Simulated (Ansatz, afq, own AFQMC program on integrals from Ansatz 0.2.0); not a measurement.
Two steps: Ansatz 0.2.0 writes the Fock matrix and Cholesky factors of the valence space, and afq projects on them the lowest state that overlaps trial and start.

```yaml
crystal:
  periodic: [false, false, false]
  atoms:
    - {symbol: B, position_ang: [0.000000, 0.000000, 0.000000]}
    - {symbol: O, position_ang: [0.000000, 0.000000, 1.200581]}
basis:
  gaussian: {orbitals: aug-cc-pVDZ}
magnetization: {spin_polarized: true, initial_magnetization: 1}
correlation: {method: ccsd_t, electrons: outside_noble_gas, hamiltonian_folder: ham}
```

```sh
$ ansatz run in.yaml --threads 1 --pin off --events-out ev --progress --plain --max-ram 24576MiB --backend cuda --devices 0, --max-vram 18GiB
```

afq runs on the folder ham with

```
--method free --trial cisd --walkers 4000 --time-step 0.03 --max-blocks 4000 --target-error 0.00036 --factor-cut 1e-05 --seed 1814 --times 0,0.3,0.6,1.2,1.8,2.4,3.6,4.8,6 --taylor-order 8
```

Times are imaginary, in 1/Eh. The walk had a cap of 68 s.

Output of the walk:

```
orbitals 44  electrons 5 4  factors 325 of 449
reference energy -99.53225847 Eh
CCSD correlation -0.25403199 Eh in 14 cycles, weight of the determinant in the CISD state 0.9005
repeat  energy at the last time / Eh  error
    10  -99.798456  0.000808
    20  -99.798334  0.000613
    30  -99.798313  0.000445
time / (1/Eh)  energy / Eh  error  mean overlap
  0.00  -99.786303  0.000053  1.1105
  0.30  -99.793541  0.000076  1.1126
  0.60  -99.795706  0.000068  1.1159
  1.20  -99.797084  0.000100  1.1222
  1.80  -99.797667  0.000103  1.1246
  2.40  -99.797954  0.000141  1.1305
  3.60  -99.797762  0.000249  1.1389
  4.80  -99.798267  0.000267  1.1445
  6.00  -99.798084  0.000429  1.1581
energy -99.798084 +/- 0.000429 Eh
```

The run passed its tests (error under three times the target), which doesn't prove that it has relaxed, ending at its cap on processor time.

Against this walk (error 11.7 meV) on the same determinant: CCSD(T) 45.7 meV higher, CCSDT(Q) 9.8 meV lower (within the noise). The error is statistical, and a free projection of finite length keeps a remainder of its start.

Cautions: remainder of the start not in the error; error above the target (11.7 against 9.8 meV); unrestricted determinant slightly spin contaminated (⟨S²⟩ 0.80 against 0.75).

The walk took 69 s on 1 × NVIDIA H100 80GB HBM3 with 2 threads of AMD EPYC 7R13 Processor (Zen 3), with other jobs on the host (the card was shared). The log's last line is the free-projection energy.

CCSDT and higher add their correlation energy to the determinant of the CCSD(T) run, since their own runs factorise the integrals more tightly (a shift of under 2 meV). A walk keeps the symmetry of its determinant, which the program's search chose and which needn't be the lowest solution, so a lower state of the same spin and another symmetry isn't excluded.
